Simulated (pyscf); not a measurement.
Structures and frequencies: ωB97X-D3(BJ)/def2-SVP in PySCF. Correlated levels are frozen-core, on RHF or UHF. ΔMP2 is the change of the MP2 total energy from the triple- to the quadruple-zeta basis. Singlets are restricted, triplets unrestricted.

Singlet (Å):
```xyz
4

C     -0.2516     0.0176     0.7393
C     -1.2140    -0.4477    -0.0029
H     -1.1471    -1.4620    -0.4184
H     -2.0949     0.1735    -0.2131
```

Triplet (Å):
```xyz
4

C      1.2949     0.0849    -0.8199
C      0.6423    -0.2600     0.2751
H      1.1078    -0.1649     1.2697
H     -0.3863    -0.6530     0.2258
```

**Question.** For these two minima of `[C]=[CH2]`, which spin state lies lower at CCSD(T)/def2-TZVPP + ΔMP2(QZVPP), and by how much (electronic energies)?

**Answer.** The singlet, by 47.4 kcal/mol. Zero-point energy shifts E(triplet) − E(singlet) by +0.8 kcal/mol. :C=CH₂ [singlet] lies 41.4 kcal/mol over its isomer HC≡CH, and others may lie lower still (electronic energy, ωB97M-D3(BJ)). 

E(triplet) − E(singlet) by level (kcal/mol):

```tsv
level	gap
ωB97X-D3(BJ)/def2-TZVP	+50.2
PBE/def2-TZVP	+43.4
r²SCAN/def2-TZVP	+36.8
B3LYP-D3(BJ)/def2-TZVP	+47.4
PBE0-D3(BJ)/def2-TZVP	+41.5
M06-2X/def2-TZVP	+45.0
ωB97M-D3(BJ)/def2-TZVP	+52.4
HF/def2-TZVP	+21.0
MP2/def2-QZVPP	+52.3
CCSD/def2-TZVPP	+44.6
CCSD(T)/def2-TZVPP	+45.8
CCSD(T)/def2-TZVPP + ΔMP2(QZVPP)	+47.4
```

The triplet is the lowest one reached from the SCF start used. The CCSD(T) − MP2 part came from Ansatz, without density fitting, on the same reference. An open-shell T1 diagnostic exceeds 0.045. A UHF reference is spin-contaminated (<S²> up to 2.35), which harms MP2 most.
